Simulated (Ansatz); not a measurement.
We consider CaB6-type CaB6, described by r²SCAN+rVV10 (Ansatz, a first-principles code, PAW).

Settings: plane-wave cutoff 560 eV, 8×8×8 k mesh, Fermi–Dirac smearing 0.01 eV, scalar-relativistic PAW data made under PBE.

Energies at three volumes about the minimum:

```tsv
V (Å³/atom)	E − E_lowest (meV/atom)
9.874	2.04
10.076	0.00
10.277	1.91
```

**Question.** Fit a parabola by hand: where is the minimum, what lattice constant follows, and what is the bulk modulus?

**Answer.** Slopes: (0.00 − 2.04)/(10.076 − 9.874) = -10.099 and (1.91 − 0.00)/(10.277 − 10.076) = 9.502 meV/Å³. Curvature E″ = 2 × (9.502 − (-10.099))/(10.277 − 9.874) = 97.275 meV/Å⁶. From the middle of the first interval, the slope vanishes at V0 = 9.9750 − (-10.099)/97.275 = 10.079 Å³/atom. B = V0 E″ = 10.079 × 97.275 meV/Å³ × 0.1602 GPa per meV/Å³ = 157 GPa. With 7 atoms in the cube, a = (7 × 10.079)^(1/3) = 4.132 Å. The full Birch–Murnaghan fit to all volumes gives V0 = 10.076 Å³/atom and B0 = 157 GPa.

Shape and atoms are relaxed at each volume.

Measured, for comparison: bulk modulus 170 ± 5 GPa (room temperature, no zero-point or thermal correction; as tabulated in Structural stability and vibrational characteristics of CaB6 under high …); lattice constant a 4.151 Å (temperature not stated, no zero-point or thermal correction; as tabulated in Singh (2010), arXiv:1009.1807). Computed (rounded) less measured: bulk modulus -8 %.

Note: the bulk modulus comes from volumes at which shape and atoms were relaxed.
